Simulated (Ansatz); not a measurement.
Start from `CCNN` and change one atom or group to get `CCNC`.

Ansatz, PBE0-D4/def2-TZVP geometries, multiplicity 1. Each molecule was computed in one conformer, which needn't be the lowest.

| property | `CCNN` |
| --- | --- |
| HOMO–LUMO gap (PBE/def2-TZVPP) / eV | 5.24 |
| HOMO–LUMO gap (B3LYP/def2-TZVPP) / eV | 6.96 |
| LUMO energy (ωB97M-V/def2-TZVPP) / eV | 2.38 |
| ideal-gas entropy at 298 K and 1 bar (rigid rotor, harmonic PBE0-D4/def2-TZVP) / J/(mol·K) | 298 |
| size of the dipole moment (PBE/def2-TZVPP) / D | 1.64 |
| LUMO energy (PBE0/def2-TZVPP) / eV | 0.97 |

Task: What does the change do to each property? (Best estimate.)

Result: Ansatz gave: 
```json
{"property": "HOMO–LUMO gap (PBE/def2-TZVPP) / eV", "`CCNC`": "5.36", "shift": "0.12"}
{"property": "HOMO–LUMO gap (B3LYP/def2-TZVPP) / eV", "`CCNC`": "7.04", "shift": "0.08"}
{"property": "LUMO energy (ωB97M-V/def2-TZVPP) / eV", "`CCNC`": "2.65", "shift": "0.27"}
{"property": "ideal-gas entropy at 298 K and 1 bar (rigid rotor, harmonic PBE0-D4/def2-TZVP) / J/(mol·K)", "`CCNC`": "303", "shift": "5"}
{"property": "size of the dipole moment (PBE/def2-TZVPP) / D", "`CCNC`": "0.82", "shift": "-0.82"}
{"property": "LUMO energy (PBE0/def2-TZVPP) / eV", "`CCNC`": "1.23", "shift": "0.26"}
```

With PBE0 the HOMO rises by 0.21 eV and the LUMO rises by 0.26 eV, so the gap widens by about 0.05 eV. PBE moves the HOMO by 0.15 eV and ωB97M-V by 0.23 eV. The zero-point energy changes by 27.8 kJ/mol with +3 modes. Dipoles are sizes alone; their direction can turn.

B3LYP here is the variant with VWN-RPA as its local correlation; programs differ in this.
